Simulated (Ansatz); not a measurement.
Born–Oppenheimer molecular dynamics of H7PSi (9 atoms, charge 0, multiplicity 1). It starts at the highest image of a converged band. Of that band: Neighbouring images differ by up to 2.9 eV, so the band resolves the path poorly. A vibrational analysis at the climbing image gives one clearly imaginary mode, 1526i cm⁻¹: a first-order saddle point.

Theory: RKS r2SCAN/def2-mTZVP in Ansatz.

```yaml
ensemble: NVE (velocity Verlet)
time_step: 0.5 fs
steps_asked: 200
starting_velocities_drawn_for: 100 K
seed: 2607
```

First frame:

```xyz
9
Properties=species:S:1:pos:R:3
Si -0.144 -0.067 -0.080
H -0.057 -1.085 1.302
H 0.696 0.979 0.537
H -0.931 0.484 -1.236
H 0.638 -1.157 -0.746
P -2.406 0.583 1.108
H -3.163 -0.490 0.551
H -2.458 0.043 2.434
H -1.000 -0.603 1.263
```

(1) How far do the bonds stretch over the last three quarters of this one trajectory? (Pairs bonded in most of those frames.)

## Answers

(1) 
| bond | mean (Å) | spread (Å) | shortest | longest |
| --- | --- | --- | --- | --- |
| Si1–H3 | 1.490 | 0.006 | 1.48 | 1.50 |
| Si1–H4 | 1.495 | 0.027 | 1.45 | 1.54 |
| Si1–H5 | 1.496 | 0.005 | 1.49 | 1.51 |
| Si1–P6 | 2.337 | 0.178 | 2.07 | 2.57 |
| H2–H9 | 0.747 | 0.038 | 0.69 | 0.80 |
| P6–H7 | 1.428 | 0.003 | 1.42 | 1.44 |
| P6–H8 | 1.435 | 0.034 | 1.38 | 1.49 |

Mean temperature of the second half: 2849 K. The conserved energy stayed within 0.2 meV per atom of its start (net change -0.0044 meV per atom), so the integration is sound. The kinetic energy rose, since the run started high on the potential surface and went downhill. It ends in pieces (H2 + H5PSi), so much of that is their flight and rotation, not heat. A run of 0.1 ps of so small a system gives no equilibrium averages. The orbitals stay closed-shell, which can raise the energy where a bond breaks towards radicals; this wasn't checked here.

Time of the run: 5.4 min on 2 threads of Arm Neoverse V2, with other jobs on the host, peak memory 0.12 GiB.
